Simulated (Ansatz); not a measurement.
# What each rung costs, and what it gives

Saddle point of AlSiH₆Cl, closed shell (AlSiH₆Cl ([SiH3][AlH2][ClH]) → AlSiH₄Cl ([SiH2][AlH2][Cl]) + H₂; bonds formed: Si2–H5, H5–H8; dative contacts that become bonds: Al1–Cl6; bonds broken: Si2–H8, H5–Cl6), PBE0-D4/def2-TZVP structure:

```csv
atom,x (Å),y (Å),z (Å)
Al1,-1.4624,0.0911,-0.3708
Si2,0.9612,-0.5906,-0.4143
H3,-1.8366,1.0460,-1.5783
H4,-2.3995,-1.0717,0.1581
H5,0.6016,0.6985,1.0712
Cl6,-0.8544,1.4068,1.4338
H7,2.0083,-0.0245,-1.3136
H8,1.4538,0.3027,0.8822
H9,1.5279,-1.8581,0.1318
```

Barriers are electronic and count from the start structure reached by relaxing down the imaginary mode.

Ansatz 0.2.0; basis: as named in each row; cores frozen in the correlated methods. B3LYP uses VWN-RPA correlation. Extrapolation: Hartree–Fock as exp(−7.88 √X), correlation as X^−2.97.

Times are rough, for one single point on 2 threads of a shared host (Arm Neoverse V2).

The estimate by CCSD(T) at an estimated basis limit (MP2 extrapolated from triple and quadruple zeta, plus CCSD(T) − MP2 in triple zeta) is 0.327 eV.

```
      method       basis  time (s)  barrier (eV)  method less estimate
          HF      STO-3G   under 1         0.317                -0.010
      PBE-D4      STO-3G   under 1        -0.293                -0.620
       SPW92    def2-SVP   under 1        -0.031                -0.357
    B3LYP-D4       6-31G   under 1         0.260                -0.067
      PBE-D4    def2-SVP   under 1         0.110                -0.217
     PBE0-D4    def2-SVP         1         0.212                -0.115
       SPW92  def2-TZVPP         1        -0.024                -0.351
     CCSD(T)    def2-SVP         1         0.490                 0.163
      PBE-D4  def2-TZVPP         2         0.108                -0.219
     BLYP-D4  def2-TZVPP         2         0.177                -0.150
    B3LYP-D4  def2-TZVPP         3         0.251                -0.076
    BHLYP-D4  def2-TZVPP         3         0.372                 0.045
     PBE0-D4  def2-TZVPP         3         0.206                -0.121
CAM-B3LYP-D4  def2-TZVPP         3         0.313                -0.014
  RPA on PBE  def2-TZVPP         4         0.412                 0.086
   r2SCAN-D4  def2-TZVPP         4         0.142                -0.185
  r2SCAN0-D4  def2-TZVPP         4         0.220                -0.107
      B2PLYP  def2-TZVPP         5         0.304                -0.023
    PBE-QIDH  def2-TZVPP         5         0.294                -0.033
     wB97M-V    def2-SVP         6         0.301                -0.026
     wB97X-V  def2-TZVPP         8         0.354                 0.027
      B97M-V  def2-TZVPP         9         0.289                -0.038
     wB97M-V  def2-TZVPP         9         0.305                -0.022
         MP2  def2-QZVPP        15         0.284                -0.043
     CCSD(T)  def2-TZVPP        38         0.389                 0.062
```

All methods are single points on the PBE0-D4 structures; a negative value means that the method puts the saddle structure below the start.

No T1 diagnostic of these runs exceeds 0.012.

Labels in which every atom is bracketed show which atoms are joined, not bond orders.
